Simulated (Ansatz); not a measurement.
## Which isomer of C3HF2 gives these data?

These gas-phase data were calculated for one isomer of C3HF2 at B3LYP/6-31G* (harmonic, unscaled wavenumbers; equilibrium rotational constants with average atomic masses):

- rotational constants: 8.805, 6.082, 4.395 GHz
- all wavenumbers above 1500 cm⁻¹: 3308, 1703

Candidates:

(1) `FC1(F)[C]=C1`, a doublet
(2) `[CH]=C=C(F)F`, a doublet

Q: Assign the data to one candidate and say why.

A: Candidate (1). No mode falls between 1950 and 2350 cm⁻¹, where the C=C=X stretch of (2) would stand.

The same quantities for all candidates:

```
     rotational constants (GHz)  wavenumbers above 1500 cm⁻¹  E above the lowest, B3LYP/6-31G* (kcal/mol)
(1)         8.805, 6.082, 4.395                   3308, 1703                                         24.1
(2)         10.97, 3.894, 2.875                   3485, 2054                                          0.0
```

Harmonic stretches to hydrogen usually lie a few per cent above observed fundamentals. Open shells are spin-unrestricted. Programs: Ansatz 0.2.0.
